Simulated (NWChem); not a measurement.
**Correlation energy of P (-1)**

```
P
```
Charge -1, spin multiplicity 3.

Program: NWChem.

Basis set: def2-SVPD. Each correlation energy counts from its own Hartree-Fock reference.

The correlated methods keep 5 core orbitals frozen. No SCF solution was tested for a lower state. Open-shell Hartree-Fock references start from PBE0 orbitals. No row is a measurement; the coupled-cluster row has its own basis-set and correlation limits.

Q: Order these methods by the correlation energy they give, lowest first: SCS-UMP2, CCSD on UHF, UMP2, CCSD(T) on UHF, CCSD on ROHF, CCSDT on ROHF.

A: CCSDT on ROHF (-110.9 mHa), CCSD on ROHF (-107.7 mHa), CCSD(T) on UHF (-106.0 mHa), CCSD on UHF (-103.7 mHa), UMP2 (-83.7 mHa), SCS-UMP2 (-82.5 mHa)
